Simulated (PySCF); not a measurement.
Atom-mapped SMILES (the numbers label the heavy atoms): `[CH2:1]=[CH:2][CH2:3][P-:4][CH2:5][CH3:6]`. Hydrogens are named by the atom that carries them. Ha(C1) is cis to C3; Hb(C1) is trans to C3.

Geometry: GFN2-xTB; GIAO absolute shieldings from PySCF 2.14, gas phase, non-relativistic, averaged over equivalent atoms.

At PBE0/pcSseg-1 (159 basis functions, 39 s wall time on 1 thread of an Arm Neoverse N1, shared host):
```json
{"atoms": "C2", "σ (ppm)": "37.8"}
{"atoms": "C1", "σ (ppm)": "95.2"}
{"atoms": "C3", "σ (ppm)": "151.8"}
{"atoms": "C5", "σ (ppm)": "161.2"}
{"atoms": "C6", "σ (ppm)": "167.7"}
{"atoms": "P4", "σ (ppm)": "327.4"}
{"atoms": "H(C2)", "σ (ppm)": "25.61"}
{"atoms": "Ha(C1)", "σ (ppm)": "27.92"}
{"atoms": "Hb(C1)", "σ (ppm)": "28.27"}
{"atoms": "H(C3)", "σ (ppm)": "29.41"}
{"atoms": "H(C5)", "σ (ppm)": "30.07"}
{"atoms": "H(C6)", "σ (ppm)": "30.80"}
```

Question: What do these become at OLYP/pcSseg-1?

Answer: 
```csv
atoms,σ at OLYP/pcSseg-1,change
C2,47.7,+9.9
C1,98.6,+3.4
C3,146.5,-5.3
C5,153.9,-7.3
C6,166.1,-1.6
P4,314.1,-13.3
H(C2),25.92,+0.31
Ha(C1),28.14,+0.22
Hb(C1),28.57,+0.30
H(C3),29.24,-0.17
H(C5),29.81,-0.26
H(C6),30.81,+0.01
```

The largest change is at P4 (phosphorus bonded to 2 C). Cost: 159 basis functions, 26 s wall time on 1 thread of an Arm Neoverse V2, shared host. The order of the carbon signals is the same at both levels.
